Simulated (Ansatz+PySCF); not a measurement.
Values are calculated unless marked as measured or tabulated.
Input for PySCF 2.14.0:

```python
from pyscf import gto, scf

mol = gto.M(atom="""
C 0.787350 0.008490 -0.005290
C -0.389840 0.683850 -0.009020
C -0.391220 -0.689750 0.005750
H 1.885370 0.008820 -0.002640
H -0.936240 1.632700 -0.008300
H -0.941310 -1.629980 -0.009970
""", basis='def2-svp', charge=1, spin=0)
mf = scf.RHF(mol)
mf.kernel()
print(mf.converged, mf.e_tot, mf.spin_square()[0])
```

The script is written out from the run's settings.

Results

```
Converged                       : yes
Total energy                    : -114.91648 hartree
Spin squared of the determinant : 0.000
Cycles                          : 8
```
